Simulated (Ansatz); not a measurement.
Density of states of GaN (F-43m, a = 4.498 Å, b = 4.498 Å, c = 4.498 Å, α = 90.00°, β = 90.00°, γ = 90.00°), in states per eV and primitive cell, averaged over bins of 0.5 eV. Theory: DFT r2SCAN, scalar-relativistic, plane waves, PAW in Ansatz 0.2.0.

Plane waves to 500 eV, a k mesh through Γ of 10×10×10 on the computed 2-atom cell and Gaussian smearing (0.02 eV); no spin polarisation.

The cell is relaxed at this level. The states (both spins) are summed by tetrahedra on a 15×15×15 mesh at the self-consistent density. Energies are bin centres; the table starts no lower than −8 eV and ends at 6 eV, or lower where the solved bands end.

The gap is 2.17 eV at this level, with the zero inside it.

| E − E_F (eV) | total | N 2p | Ga 4p | Ga 4s | N 2s |
| --- | --- | --- | --- | --- | --- |
| -7.80 | 0.35 | 0.19 | 0.07 | 0.09 | 0.01 |
| -7.30 | 1.05 | 0.58 | 0.12 | 0.31 | 0.02 |
| -6.80 | 1.18 | 0.66 | 0.10 | 0.34 | 0.05 |
| -6.30 | 0.41 | 0.22 | 0.04 | 0.09 | 0.04 |
| -5.80 | 0.28 | 0.15 | 0.03 | 0.05 | 0.04 |
| -5.30 | 0.58 | 0.36 | 0.13 | 0.05 | 0.03 |
| -4.80 | 0.83 | 0.54 | 0.18 | 0.06 | 0.03 |
| -4.30 | 0.92 | 0.63 | 0.19 | 0.05 | 0.03 |
| -3.80 | 1.27 | 0.92 | 0.25 | 0.05 | 0.02 |
| -3.30 | 1.31 | 1.00 | 0.23 | 0.04 | 0.02 |
| -2.80 | 1.33 | 1.05 | 0.20 | 0.03 | 0.01 |
| -2.30 | 1.36 | 1.13 | 0.16 | 0.01 | 0.01 |
| -1.80 | 0.78 | 0.68 | 0.06 | 0.01 | 0.00 |
| -1.30 | 0.31 | 0.28 | 0.01 | 0.00 | 0.00 |
| -0.80 | 0.00 | 0.00 | 0.00 | 0.00 | 0.00 |
| -0.30 | 0.00 | 0.00 | 0.00 | 0.00 | 0.00 |
| 0.20 | 0.00 | 0.00 | 0.00 | 0.00 | 0.00 |
| 0.70 | 0.00 | 0.00 | 0.00 | 0.00 | 0.00 |
| 1.20 | 0.00 | 0.00 | 0.00 | 0.00 | 0.00 |
| 1.70 | 0.02 | 0.00 | 0.00 | 0.01 | 0.01 |
| 2.20 | 0.03 | 0.01 | 0.00 | 0.01 | 0.01 |
| 2.70 | 0.07 | 0.01 | 0.02 | 0.02 | 0.02 |
| 3.20 | 0.21 | 0.03 | 0.08 | 0.03 | 0.05 |
| 3.70 | 0.37 | 0.06 | 0.16 | 0.04 | 0.09 |
| 4.20 | 0.70 | 0.11 | 0.28 | 0.10 | 0.16 |
| 4.70 | 0.81 | 0.14 | 0.32 | 0.13 | 0.17 |
| 5.20 | 0.80 | 0.15 | 0.33 | 0.13 | 0.13 |
| 5.70 | 0.76 | 0.16 | 0.33 | 0.10 | 0.08 |

The columns after the total are the main Löwdin projections on the occupied valence shells of the potentials; 1 other is left out. The rest of the total lies in those, in shells that are empty in the free atom, which aren't projected, and between the atoms.

This zinc-blende form isn't the usual stable structure of the compound.